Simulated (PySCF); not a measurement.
Species: C5H7F.
Atom-mapped SMILES: `[CH2:1]=[CH:2]/[C:3]([F:4])=[CH:5]/[CH3:6]` (hydrogens: H7, H8 on C1; H9 on C2; H10 on C5; H11, H12, H13 on C6)

Computed by this run: PBE0-D3(BJ)/def2-SVP geometry optimisation, gas phase (PySCF); density fitting, grid level 1; the optimiser is geomeTRIC in internal coordinates, started from a GFN2-xTB structure with every atom displaced at random (about 0.01 Å).

Step 1: E = -8000.2718 eV
```
atom  x, y, z in Å  |  force x, y, z in eV/Å
C1      2.0710    1.2769    1.0457    0.544   0.025   0.568
C2      1.3926    0.7294    0.0409   -0.277   0.139  -0.552
C3      0.1765   -0.0383    0.2075   -0.436  -0.060  -0.204
F4     -0.1589   -0.2982    1.4773    0.095  -0.017   0.206
C5     -0.6602   -0.4212   -0.7723    0.376   0.091  -0.214
C6     -1.9544   -1.1187   -0.5715   -0.164   0.057  -0.004
H7      2.9716    1.8727    0.8595   -0.139  -0.022   0.036
H8      1.7840    1.1012    2.0911    0.010   0.065  -0.194
H9      1.6829    0.9296   -1.0002   -0.014  -0.122   0.154
H10    -0.3495   -0.1670   -1.7959   -0.062  -0.062   0.176
H11    -2.7914   -0.4796   -0.9095    0.031  -0.068   0.029
H12    -2.1188   -1.3632    0.4858    0.000  -0.005   0.008
H13    -2.0159   -2.0481   -1.1598    0.035  -0.021  -0.010
```

Step 2: E = -8000.2907 eV
```
atom  x, y, z in Å  |  force x, y, z in eV/Å
C1      2.1022    1.2541    1.0529   -0.083  -0.141   0.036
C2      1.3678    0.7655    0.0437    0.093   0.140  -0.192
C3      0.1360    0.0132    0.2011    0.154   0.024   0.147
F4     -0.1656   -0.2496    1.4822   -0.176  -0.033  -0.016
C5     -0.6773   -0.4000   -0.7831    0.075   0.006   0.084
C6     -1.9559   -1.1307   -0.5761   -0.047  -0.005  -0.030
H7      3.0145    1.8274    0.8753   -0.020  -0.013  -0.064
H8      1.8111    1.0828    2.0923   -0.018   0.002  -0.010
H9      1.6672    0.9434   -0.9939    0.010   0.020   0.001
H10    -0.3620   -0.1637   -1.8040   -0.018   0.024   0.034
H11    -2.8123   -0.5331   -0.9339    0.007  -0.014   0.001
H12    -2.1203   -1.3582    0.4853    0.010  -0.001   0.003
H13    -1.9762   -2.0756   -1.1433    0.013  -0.010   0.005
```

Question: Estimate the geometry and energy of step 3. (The exact step hangs on the optimiser's Hessian estimate; all steps are aligned on step 2, rigid shifts and turns removed.)

Answer: E = -8000.2904 eV, largest force 0.616 eV/Å
```
atom  x, y, z in Å  |  force x, y, z in eV/Å
C1      2.1111    1.2240    1.0490   -0.071   0.043  -0.359
C2      1.3554    0.7953    0.0250    0.012  -0.102   0.608
C3      0.1165    0.0586    0.2182   -0.004  -0.100  -0.107
F4     -0.2118   -0.2030    1.4952    0.137   0.150  -0.102
C5     -0.6805   -0.3772   -0.7663   -0.161  -0.083  -0.002
C6     -1.9463   -1.1386   -0.5756    0.054  -0.004   0.011
H7      3.0338    1.7743    0.8659    0.087   0.021   0.024
H8      1.8144    1.0496    2.0834   -0.030  -0.034   0.054
H9      1.6550    0.9614   -1.0123   -0.028   0.053  -0.027
H10    -0.3578   -0.1443   -1.7822    0.009   0.032  -0.089
H11    -2.8139   -0.5720   -0.9521   -0.011   0.018  -0.017
H12    -2.1204   -1.3637    0.4849    0.002   0.001  -0.003
H13    -1.9259   -2.0890   -1.1345    0.003   0.004   0.010
```

The energy changes by +0.0002 eV. The first-order estimate −F·Δx gives -0.0214 eV and the mean of the old and new forces, exact on a quadratic surface, +0.0002 eV. The step makes an angle of 71° with the force vector and moves no atom by more than 0.067 Å.

What follows is the cost of the whole optimisation. Hardware: one thread, Arm Neoverse V2 (aarch64), shared host with 96 logical CPUs at a one-minute load of 28. Cost: 36 s, 0.51 GiB resident at most.
